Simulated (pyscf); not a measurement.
Structures and frequencies: ωB97X-D3(BJ)/def2-SVP in PySCF.

Question: For the elementary gas-phase step O=GaH + H₂ -> HO–GaH₂ (singlet surface; H–H broken, Ga–H, H–O formed), what barrier and reaction energy does ωB97M-D3(BJ)/def2-TZVP give, measured from the separated reactants?

Answer: ΔE‡ = 19.0 kcal/mol, ΔE = -51.9 kcal/mol. Zero-point energy shifts the barrier by +1.6 kcal/mol. It is an addition across a multiple bond or ene-type step, with an imaginary mode of 1486i cm⁻¹. At the saddle there is also a short Ga–H contact that neither side keeps. O=GaH lies 48.1 kcal/mol over its isomer HO–Ga [singlet] (electronic energy, ωB97M-D3(BJ)/def2-TZVP). One saddle was located; it need not be the lowest between these sides. Elements up to Kr have no core potential and no relativistic terms here.
